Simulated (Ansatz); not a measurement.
One change: `N=CO` becomes `N=C[SiH3]`.

Ansatz, PBE0-D4/def2-TZVP geometries, multiplicity 1. Each molecule was computed in one conformer, which needn't be the lowest.

```json
{"property": "LUMO energy (ωB97M-V/def2-TZVPP) / eV", "`N=CO`": "2.74"}
{"property": "size of the dipole moment (ωB97M-V/def2-TZVPP) / D", "`N=CO`": "1.03"}
{"property": "HOMO–LUMO gap (ωB97M-V/def2-TZVPP) / eV", "`N=CO`": "13.27"}
{"property": "HOMO–LUMO gap (PBE0/def2-TZVPP) / eV", "`N=CO`": "8.65"}
{"property": "LUMO energy (PBE0/def2-TZVPP) / eV", "`N=CO`": "0.45"}
{"property": "size of the dipole moment (B3LYP/def2-TZVPP) / D", "`N=CO`": "1.00"}
```

Task: What does the change do to each property? (An estimate is asked.)

Result: Computed: 
| property | `N=C[SiH3]` | shift |
| --- | --- | --- |
| LUMO energy (ωB97M-V/def2-TZVPP) / eV | 1.29 | -1.45 |
| size of the dipole moment (ωB97M-V/def2-TZVPP) / D | 1.78 | 0.75 |
| HOMO–LUMO gap (ωB97M-V/def2-TZVPP) / eV | 11.09 | -2.18 |
| HOMO–LUMO gap (PBE0/def2-TZVPP) / eV | 6.50 | -2.15 |
| LUMO energy (PBE0/def2-TZVPP) / eV | -0.96 | -1.41 |
| size of the dipole moment (B3LYP/def2-TZVPP) / D | 1.76 | 0.76 |

With PBE0 the HOMO rises by 0.74 eV and the LUMO falls by 1.41 eV, so the gap narrows by about 2.15 eV. PBE moves the HOMO by 0.69 eV and ωB97M-V by 0.73 eV. The zero-point energy changes by 23.3 kJ/mol with +6 modes. Dipoles are sizes alone; their direction can turn.

B3LYP here is the variant with VWN-RPA as its local correlation; programs differ in this.
